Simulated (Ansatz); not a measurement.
# C2H6F: the cost of one run

Method: the levels named in each step, in Ansatz 0.2.0.

### Step 1. The system as given

Bond lengths: C2–C3 1.470 Å, F1–H4 0.933 Å, C2–H5 1.073 Å, C2–H6 1.072 Å, C3–H7 1.090 Å, C3–H8 1.100 Å, C3–H9 1.089 Å. Angles: C2–C3–H7 111.4°, C2–C3–H8 111.4°, C2–C3–H9 111.2°, H7–C3–H8 106.5°, H7–C3–H9 109.2°, H8–C3–H9 107.0°, C3–C2–H5 120.8°, C3–C2–H6 120.9°, H5–C2–H6 118.1°.

Coordinates:

```xyz
9

F     0.5775   -0.7859    1.9896
C    -1.1358    0.6072   -1.4213
C     0.3216    0.4273   -1.3465
H     0.0153   -0.1314    2.3437
H    -1.7243    0.6963   -0.5291
H    -1.6256    0.7449   -2.3646
H     0.6005   -0.2238   -0.5178
H     0.8358    1.3846   -1.1781
H     0.7147    0.0148   -2.2740
```

### Step 2. A rough first relaxation, PBE-D4/def2-SVP

This run stands in another session on the same molecule. It ended at:

```xyz
9

F    -0.0658   -0.9610    1.3609
C    -0.9385    0.5726   -0.8000
C     0.5027    0.5686   -1.1651
H    -0.5999   -0.5643    0.6781
H    -1.3410    1.3703   -0.1527
H    -1.6728    0.0100   -1.4007
H     1.1455    0.7863   -0.2884
H     0.7269    1.3518   -1.9320
H     0.8227   -0.4003   -1.5982
```

### Step 3. Relaxation, PBE0-D4/def2-TZVPP

This run stands in another session on the same molecule. It ended at:

```xyz
9

F    -0.4087   -1.2260    1.4596
C    -0.8561    0.6000   -0.7571
C     0.5413    0.6427   -1.2392
H    -0.6203   -0.6369    0.7660
H    -1.2440    1.3976   -0.1340
H    -1.5835   -0.0390   -1.2444
H     1.2227    1.0360   -0.4827
H     0.6315    1.3010   -2.1162
H     0.8967   -0.3414   -1.5499
```

### Step 4. Frequencies, PBE0-D4/def2-TZVPP

File input.yaml:

```yaml
crystal:
  periodic: [false, false, false]
  atoms:
    - { symbol: F, position_ang: [-0.40865276, -1.225998, 1.45958788] }
    - { symbol: C, position_ang: [-0.85606202, 0.60002476, -0.75711919] }
    - { symbol: C, position_ang: [0.54126828, 0.64270715, -1.23924104] }
    - { symbol: H, position_ang: [-0.62025885, -0.63694597, 0.76597587] }
    - { symbol: H, position_ang: [-1.24404175, 1.3975822, -0.13402765] }
    - { symbol: H, position_ang: [-1.58349118, -0.03898796, -1.24438223] }
    - { symbol: H, position_ang: [1.22272733, 1.03603868, -0.48273297] }
    - { symbol: H, position_ang: [0.63151313, 1.300998, -2.11618955] }
    - { symbol: H, position_ang: [0.89668784, -0.34139886, -1.54985113] }
magnetization:
  spin_polarized: true
  initial_magnetization: 1
basis:
  gaussian: { orbitals: def2-TZVPP }
hamiltonian:
  xc: pbe0
  dispersion: d4
phonons: {}
```

Started as:

```
$ ansatz run input.yaml --threads 4 --pin off --max-ram 10240MiB --backend cpu --events-out ev --progress --plain --runs-dir out
```

What time and memory should one allow on 4 threads of Intel Xeon at 2.50GHz (Skylake/Cascade Lake), shared host?

About 2.7 min, with a peak of 0.36 GiB.
